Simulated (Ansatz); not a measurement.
# C2H10Si: the cost of one run

Program: Ansatz 0.2.0, Gaussian basis. Level of theory: SPW92/def2-SVP. These are calculated values, not measurements.

9 further runs of the same task are left out: 9 that didn't finish. Runs told in other sessions of the task aren't counted.

### 1 The starting structure

The start, a pair relaxed at PBE0-D4: SMILES `C.C[SiH3]`, 13 atoms, charge 0, spin multiplicity 1.

Atoms are counted from 1 here; the program's logs count them from 0.

Bond lengths: C1–H2 1.089 Å, C1–H3 1.090 Å, C1–H4 1.090 Å, C1–H5 1.090 Å, C6–Si7 1.871 Å, C6–H8 1.092 Å, C6–H9 1.092 Å, C6–H10 1.092 Å, Si7–H11 1.488 Å, Si7–H12 1.488 Å, Si7–H13 1.488 Å. Angles: H2–C1–H3 109.3°, H2–C1–H4 109.3°, H2–C1–H5 109.6°, H3–C1–H4 109.7°, H3–C1–H5 109.4°, H4–C1–H5 109.4°, Si7–C6–H8 110.8°, Si7–C6–H9 110.8°, Si7–C6–H10 110.7°, H8–C6–H9 108.2°, H8–C6–H10 108.1°, H9–C6–H10 108.1°, C6–Si7–H11 110.8°, C6–Si7–H12 110.5°, C6–Si7–H13 110.9°, H11–Si7–H12 108.1°, H11–Si7–H13 108.3°, H12–Si7–H13 108.2°.

Coordinates:

```tsv
atom	x (Å)	y (Å)	z (Å)
C1	0.0711	0.1278	-2.3885
H2	-0.9285	0.5602	-2.4164
H3	0.0173	-0.8785	-1.9733
H4	0.7157	0.7485	-1.7665
H5	0.4778	0.0816	-3.3983
C6	0.6760	-0.7537	1.5435
Si7	-0.6886	0.5222	1.4452
H8	1.0971	-0.9491	0.5552
H9	0.2968	-1.6961	1.9446
H10	1.4823	-0.4084	2.1944
H11	-0.1742	1.8027	0.8882
H12	-1.2461	0.7961	2.7978
H13	-1.7969	0.0468	0.5741
```

### 2 Dynamics

File md/in.yaml:

```yaml
crystal:
  periodic: [false, false, false]
  atoms:
    - {symbol: C, position_ang: [0.071074, 0.127776, -2.388499]}
    - {symbol: H, position_ang: [-0.928462, 0.560241, -2.416438]}
    - {symbol: H, position_ang: [0.017255, -0.878461, -1.973267]}
    - {symbol: H, position_ang: [0.715749, 0.748544, -1.766480]}
    - {symbol: H, position_ang: [0.477834, 0.081631, -3.398327]}
    - {symbol: C, position_ang: [0.675975, -0.753652, 1.543524]}
    - {symbol: Si, position_ang: [-0.688552, 0.522219, 1.445210]}
    - {symbol: H, position_ang: [1.097130, -0.949123, 0.555196]}
    - {symbol: H, position_ang: [0.296770, -1.696125, 1.944612]}
    - {symbol: H, position_ang: [1.482295, -0.408408, 2.194382]}
    - {symbol: H, position_ang: [-0.174222, 1.802749, 0.888243]}
    - {symbol: H, position_ang: [-1.246134, 0.796122, 2.797848]}
    - {symbol: H, position_ang: [-1.796910, 0.046787, 0.574095]}
basis:
  gaussian: {orbitals: def2-SVP}
hamiltonian: {xc: lda}
md: {n_steps: 30, timestep: 0.25, temperature: 700, ensemble: nve, seed: 37, initial_velocities: maxwell_boltzmann}
```

Started as:

```
$ ansatz run in.yaml --threads 4 --pin off --events-out ev --progress --plain --max-ram 9574MiB
```

**Question.** How long does this run take on 4 threads of Arm Neoverse V1, shared host?

About 17 s.
